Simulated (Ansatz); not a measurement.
## Worked example: ideal-gas entropy of C4N2 (SMILES N#CC#CC#N)

A linear singlet with charge 0, relaxed at PBE0-D4/def2-TZVP (Ansatz 0.2.0):

```xyz
6

N     0.0171   -3.0205    0.7889
C     0.0107   -1.9028    0.4973
C     0.0032   -0.5838    0.1529
C    -0.0035    0.5840   -0.1521
C    -0.0107    1.9029   -0.4972
N    -0.0167    3.0203   -0.7898
```

Harmonic wavenumbers in cm⁻¹: 114, 114, 287, 287, 517, 517, 567, 567, 623, 1200, 2243, 2375, 2415.

Masses in u: N 14.007, C 12.011. Take T = 298.15 K, p = 1 bar, R = 8.3145 J/(mol K), kT/hc = 207.22 cm⁻¹, rigid rotor and harmonic oscillator.

Work out S° at 298 K.


1. Translation (Sackur–Tetrode): S = R[3/2 ln M + 5/2 ln T − 1.1517] with M = 76.058 gives 162.9 J/(mol K).
2. Rotation: the moment of inertia is 374.700 u Å², so B = 16.8576/I = 0.045 cm⁻¹; σ = 2; q = kT/(σhcB) = 2302.4; S = R(ln q + 1) = 72.7.
3. Vibration: with u = ν̃/207.22, each mode gives R[u/(eᵘ − 1) − ln(1 − e⁻ᵘ)]; the sum is 50.6, most from 114 cm⁻¹ (13.4), 114 cm⁻¹ (13.4), 287 cm⁻¹ (6.2).
4. Electronic: R ln 1 = 0.0, from the spin multiplicity alone.
5. Sum: 162.9 + 72.7 + 50.6 + 0.0 = 286.2 J/(mol K).

No measured value is set beside it here.
